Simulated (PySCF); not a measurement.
## Broadened absorption spectrum of C4H6OS

C₄H₆OS.
InChI=1S/C4H6OS/c5-6-3-1-2-4-6/h1,3H,2,4H2/t6-/m0/s1

Level of theory: PySCF, TDDFT wB97X-D/def2-SVPD, vertical, gas phase, core orbitals frozen in the response. Isolated species at its GFN2-xTB geometry (one conformer only).

Broadening: Gaussians 0.3 eV wide at half height, area fixed by f = 4.319×10⁻⁹ ∫ε dν̃. The width is an assumption, not a result. The curve ends short of the highest state used, and states not computed would add to its high-energy end.

(E (eV), ε (L mol⁻¹ cm⁻¹)): (4.47, 2), (4.57, 27), (4.68, 204), (4.78, 666), (4.88, 1173), (4.99, 1073), (5.09, 518), (5.19, 135), (5.29, 19), (5.40, 2), (5.50, 8), (5.60, 81), (5.70, 447), (5.81, 1494), (5.91, 2425), (6.01, 2206), (6.12, 1020), (6.22, 299), (6.32, 199), (6.42, 596), (6.53, 1543), (6.63, 2688), (6.73, 4283), (6.83, 6654)

Question: Locate the maxima and give the states behind the curve.

Answer: 252 nm (4.92 eV), ε about 1200, made up of S1 (100%); 209 nm (5.94 eV), ε about 2500, made up of S2 (53%) and S3 (47%) (ε in L mol⁻¹ cm⁻¹; maxima over ε = 5, shares over 10%). At its high-energy end, 6.83 eV, the curve is still rising (ε about 6700, from S5 and S6). The states used: S1 4.92 eV (f 0.014); S2 5.91 eV (f 0.015); S3 5.98 eV (f 0.013); S4 6.55 eV (f 0.0080); S5 6.70 eV (f 0.020); S6 6.92 eV (f 0.079); S7 7.22 eV (f 0.107); S8 7.43 eV (f 0.074).

Question: Does any computed singlet lie in the visible range?

Answer: No computed singlet lies in the visible range (380 to 750 nm); the lowest, at 252 nm, stands 1.66 eV above its violet end (3.26 eV).

Question: Coming from long wavelengths, where does ε first pass 100 L mol⁻¹ cm⁻¹?

Answer: At about 267 nm (4.64 eV), 0.28 eV below S1.

Question: On this curve, what absorbance would a 10⁻⁵ mol/L sample give at 248 nm over a 1 cm path?

Answer: 248 nm is 4.999 eV, where ε is about 1000 L mol⁻¹ cm⁻¹, so A = ε c l ≈ 0.01 (Beer–Lambert, with the gas-phase spectrum and the assumed width).

The run took 24 s wall on Arm Neoverse V1, one thread, on a shared host.
